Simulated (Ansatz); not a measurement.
Reaction: C2H5F (fluoroethane, SMILES CCF) → C2H5 (SMILES [CH2]C, doublet) + F (doublet) (the C-F bond breaks)
Each species at its own B3LYP-D3(BJ)/def2-TZVP minimum (Ansatz, a first-principles code).

Total energies in hartree (Ansatz). Radicals and triplets start from unrestricted determinants; spin-orbit coupling is neglected. Correlated methods leave the cores frozen. No relativity.

```tsv
species	HF/cc-pVTZ	CCSD(T)/cc-pVTZ	HF/cc-pVQZ	CCSD(T)/cc-pVQZ	CCSD(T)/cc-pVDZ	CCSDT(Q)/cc-pVDZ
1: C2H5F (fluoroethane, SMILES CCF)	-178.14915	-178.80375	-178.16297	-178.86058	-178.61137	-178.61290
2: C2H5 (SMILES [CH2]C, doublet)	-78.62785	-79.00245	-78.63306	-79.02569	-78.91562	-78.91668
3: F (doublet)	-99.40552	-99.62036	-99.41377	-99.65026	-99.52757	-99.52776
```

Work out the bond dissociation energy (electronic) in kJ/mol: take Hartree-Fock from cc-pVQZ, extrapolate the CCSD(T) correlation energy as X^-3 (X = 3, 4), and add CCSDT(Q) - CCSD(T) in cc-pVDZ. 1 hartree = 2625.5 kJ/mol.


Species 1: correlation (64·(-0.69761) - 27·(-0.65460))/37 = -0.72900; step -0.00153; E1 = -178.16297 + (-0.72900) + (-0.00153) = -178.89350
Species 2: correlation (64·(-0.39263) - 27·(-0.37460))/37 = -0.40579; step -0.00106; E2 = -78.63306 + (-0.40579) + (-0.00106) = -79.03991
Species 3: correlation (64·(-0.23649) - 27·(-0.21484))/37 = -0.25229; step -0.00019; E3 = -99.41377 + (-0.25229) + (-0.00019) = -99.66625
-1·E1 +1·E2 +1·E3 = 0.18734 hartree = 491.9 kJ/mol.
